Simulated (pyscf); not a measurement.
Single points on ωB97X-D3(BJ)/def2-SVP structures (PySCF, gas phase).

Problem. For the elementary gas-phase step `[OH2]` + `[O]=[Ti]([Cl])[Cl]` -> `[OH][Ti]([OH])([Cl])[Cl]` (singlet surface; H–O broken, O–Ti, H–O formed), what barrier and reaction energy does ωB97M-D3(BJ)/def2-TZVP give, measured from the separated reactants?

Solution. ΔE‡ = -13.2 kcal/mol, ΔE = -50.1 kcal/mol. Zero-point energy shifts the barrier by -0.3 kcal/mol. It is an addition across a multiple bond or ene-type step, with an imaginary mode of 1687i cm⁻¹. On the reactant side the descent ends in an adduct with a O–Ti contact, 36.0 kcal/mol under the separated species and 21.4 kcal/mol under the saddle at ωB97X-D3(BJ)/def2-TZVP. At ωB97M-D3(BJ) the saddle lies under the separated reactants, which points to a path from their complex (located at ωB97X-D3(BJ) alone). What is counted as formed (O–Ti) is already present as a longer contact in the reactant adduct; forming that adduct is a step of its own. At the saddle there is also a short H–Ti contact that neither side keeps. This is the saddle that the search found; another between the same sides may lie lower.
